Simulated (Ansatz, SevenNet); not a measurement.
Elastic constant C44 (GPa) of solids drawn from the class of elemental solids other than molecular ones, at two levels: the machine-learned potential SevenNet-0 (trained on PBE and PBE+U data), and PBE in Ansatz (PAW).

```
solid   SevenNet-0   PBE  shift (%)
------  ----------  ----  ---------
hcp Sc        13.6  29.6       +118
fcc Cu        50.2  80.6        +61
hcp Cd        0.43  8.52      +1881
fcc Al        24.1  27.7      +14.9
fcc Ir        85.9   256       +198
fcc Sr        11.2  9.95      -11.2
bcc K         7.56  2.77        -63
hcp Zr        10.6  26.6       +151
hcp Os        59.9   258       +331
hcp Hf        13.0  53.8       +314
```

The shifts run from -63 % to +1881 %, with a median of +134 %.

Over all 10 rows PBE is the larger in 8.

Ansatz's runs of these crystals have no spin polarisation.

Spin–orbit coupling is left out, also for the solids with elements from indium on (fcc Ir, hcp Os, hcp Hf); its size isn't shown.

Each level is taken at its own relaxed cell. Ansatz's density-functional and Hartree–Fock values are scalar-relativistic unless marked +SOC, with PAW data made under PBE.

Ansatz is a first-principles code.
